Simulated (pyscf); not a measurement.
**Four-centre exchange: H₂N–AlH₂ (SMILES [NH2][AlH2]) + HO–SiH₃ (SMILES O[SiH3]) → H₂N–AlH–OH (SMILES [NH2][AlH][OH]) + SiH₄ (SMILES [SiH4])**

Gas phase, singlet surface, charge 0. Bonds broken: Al2–H5, O7–Si8. Bonds formed: Al2–O7, H5–Si8. Structures and frequencies: ωB97X-D3(BJ)/def2-SVP in PySCF.

Transition state (Å):

```xyz
12

N     -2.1825    -1.6387     1.0998
Al    -0.9024    -0.4217     1.3054
H     -2.6164    -1.9197     0.2270
H     -2.6677    -2.0751     1.8769
H     -1.3375     1.1640     0.6489
H     -0.2618    -0.1898     2.7312
O      0.1597    -0.2162    -0.1545
Si    -0.3337     1.6191    -0.5735
H      0.8353    -0.7123    -0.6288
H      0.0781     1.2855    -1.9823
H     -1.3817     2.6638    -0.8715
H      0.7538     2.3181     0.1626
```

One imaginary mode, 307i cm⁻¹; descent along it reached the two sides named, in the forms told below.

| bond | change | reactant side (Å) | saddle | product side |
|---|---|---|---|---|
| Al2–H5 | breaks | 1.614 | 1.771 | 2.205 |
| O7–Si8 | breaks | 1.722 | 1.946 | 2.9 |
| Al2–O7 | forms | 1.993 | 1.817 | 1.725 |
| H5–Si8 | forms | 3.0 | 1.646 | 1.502 |

Electronic energies relative to the separated reactants (kJ/mol):

```tsv
level	barrier	reaction energy	reverse barrier
ωB97X-D3(BJ)/def2-TZVP	-39.4	-53.5	14.0
PBE/def2-TZVP	-28.7	-54.7	26.0
r²SCAN/def2-TZVP	-36.0	-56.8	20.8
B3LYP-D3(BJ)/def2-TZVP	-24.0	-54.5	30.4
PBE0-D3(BJ)/def2-TZVP	-36.9	-53.8	17.0
M06-2X/def2-TZVP	-31.6	-56.3	24.7
ωB97M-D3(BJ)/def2-TZVP	-26.3	-53.2	26.9
HF/def2-TZVP	23.5	-48.9	72.4
```

With ωB97M-D3(BJ)/def2-TZVP energies and thermal terms (ideal gas, 1 atm, RRHO with modes under 100 cm⁻¹ raised to 100, one conformer, R ln 2 for chiral ones without a mode under 150 cm⁻¹), in kJ/mol:

```json
[
 {"T (K)": "298", "ΔH‡": "-20.2", "ΔG‡": "28.6", "ΔH": "-52.7", "ΔG": "-48.7"},
 {"T (K)": "600", "ΔH‡": "-19.4", "ΔG‡": "77.7", "ΔH": "-51.9", "ΔG": "-45.1"},
 {"T (K)": "900", "ΔH‡": "-17.7", "ΔG‡": "125.8", "ΔH": "-51.8", "ΔG": "-41.7"},
 {"T (K)": "1200", "ΔH‡": "-15.5", "ΔG‡": "173.3", "ΔH": "-51.9", "ΔG": "-38.3"}
]
```

On the reactant side the descent ends in an adduct with a Al–O contact (not fully relaxed), 78.8 kJ/mol under the separated species and 39.4 kJ/mol under the saddle at ωB97X-D3(BJ)/def2-TZVP. On the product side the descent ends in a complex (not fully relaxed), 18.1 kJ/mol under the separated species and 32.2 kJ/mol under the saddle at ωB97X-D3(BJ)/def2-TZVP. At ωB97X-D3(BJ)/def2-TZVP, PBE, r²SCAN, B3LYP-D3(BJ), PBE0-D3(BJ), M06-2X, ωB97M-D3(BJ) the saddle lies under the separated reactants, which points to a path from their complex (located at ωB97X-D3(BJ) alone). What is counted as formed (Al–O) is already present as a longer contact in the reactant adduct; forming that adduct is a step of its own. This is the saddle that the search found; another between the same sides may lie lower.
